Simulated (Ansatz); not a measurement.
A calculation on rock-salt HfN returned lattice constant a 4.574 Å, bulk modulus 250 GPa.

For reference: lattice constant a 4.524 Å (measured, room temperature, not corrected to a static lattice; as tabulated in Seo, Lee, Wen, Petrov, Greene, Gall, J. Appl. Phys. 96, 878 (2004)); bulk modulus 260 GPa (measured, room temperature, no zero-point or thermal correction, our sources range from 260 to 306; as tabulated in Synthesis of Binary Transition Metal Nitrides, Carbides and Borides from the …).

Question: Which level of theory produced these numbers?
A) r²SCAN0 (Ansatz (an electronic-structure program))
B) RPBE (Ansatz)
C) LDA (Ansatz)
D) Hartree–Fock (Ansatz)

Answer: B, RPBE (Ansatz)

The others give: LDA 4.468 Å, 302 GPa; Hartree–Fock 4.581 Å, 287 GPa; r²SCAN0 4.513 Å, 296 GPa.

Unless a cell is named, each level is at its own relaxed cell (Hartree–Fock 12.01, LDA 11.15, r²SCAN0 11.49, RPBE 11.96 Å³/atom).

Ansatz's density-functional and Hartree–Fock values are scalar-relativistic unless marked +SOC, with PAW data made under PBE.
